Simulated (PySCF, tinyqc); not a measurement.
A ladder of methods, and size consistency: correlation methods against full CI in the sto-3g basis, for BH, spin multiplicity 1. Computed by the program tinyqc with PySCF. All electrons correlated; +Q is the Davidson correction (1 - c0^2) E_corr. The last columns treat two copies 100 angstrom apart as one system. FCI is the lowest singlet.

Geometry (angstrom):

| atom | x | y | z |
|---|---|---|---|
| B | 0.0000 | 0.0000 | 0.0000 |
| H | 0.0000 | 0.0000 | 1.2970 |

RHF energy of one = -24.749552 hartree

Correlation energies (hartree):

| method | E_corr of one | share of FCI (%) | E_corr of two at 100 angstrom | two minus twice one (mhartree) |
|---|---|---|---|---|
| MP2 | -0.030896 | 51.9472 | -0.061792 | 0.0000 |
| CISD | -0.057473 | 96.6328 | -0.107141 | 7.8053 |
| CISD+Q | -0.062016 | 104.2706 | -0.120630 | 3.4012 |
| CCSD | -0.059320 | 99.7381 | -0.118640 | 0.0000 |
| CCSD(T) | -0.059372 | 99.8259 | -0.118744 | 0.0000 |
| FCI | -0.059476 | 100.0000 | - | - |

What does the comparison show, and why?

MP2 recovers 52 %, CISD 96.6 % and CCSD 99.7 % of the FCI value (c0^2 = 0.921 in CISD). MP2 and coupled cluster are size consistent, so their last column vanishes; CISD loses 7.81 mhartree, since a double excitation on each copy is a quadruple of the pair, and the Davidson correction leaves +3.40. The restricted reference is unstable here: a spin-polarised solution lies 0.0097 hartree lower (PySCF), so results built on it describe a poor reference.
